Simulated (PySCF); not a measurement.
**Which determinant of O2 lies lowest?**

Unrestricted PBE0; O def2-SVP; no relativity (PySCF 2.14). Outer shells of the fragments: O 2s2 2p4; O 2s2 2p4.

Followed along the bond (rough minima from three points):

| 2Ms+1 | unpaired | ⟨S²⟩ at the start | R at minimum (Å) | Te (eV) |
| --- | --- | --- | --- | --- |
| 3 | π ↑↑ | 2.01 | 1.19 | 0.00 |
| 1 | π ↑↓ | 1.00 | 1.19 | 0.46 |

Solutions found at the starting distance of 1.200 Å, counted from the lowest of them; the search is not exhaustive and high or unbound solutions are not listed, so other states can lie among these:

| 2Ms+1 | unpaired | term | E (eV) | ⟨S²⟩ | ⟨Lz²⟩ |
| --- | --- | --- | --- | --- | --- |
| 3 | π ↑↑ | ³Σ⁻ | 0.00 | 2.01 | 0.00 |
| 1 | π ↑↓ | mixed | 0.46 | 1.00 | 2.01 |
| 1 | none | mixed | 1.81 | 0.00 | 2.00 |
| 3 | π ↑↑ | mixed | 6.42 | 2.00 | 2.00 |
| 3 | σ ↑, π ↑ | ³Π | 7.76 | 2.01 | 1.00 |
| 1 | σ ↓, π ↑ | mixed | 8.34 | 1.01 | 1.00 |

A term symbol is given only where ⟨S²⟩ and ⟨Lz²⟩ are close to those of a pure state; real π, δ and φ orbitals otherwise mix terms, and g/u labels are left off.

The measured ground state is X ³Σg- (Huber and Herzberg, Constants of Diatomic Molecules (1979)).

Counting both spins, an empty level lies below a filled one in some of these solutions, because spin and occupation are held.
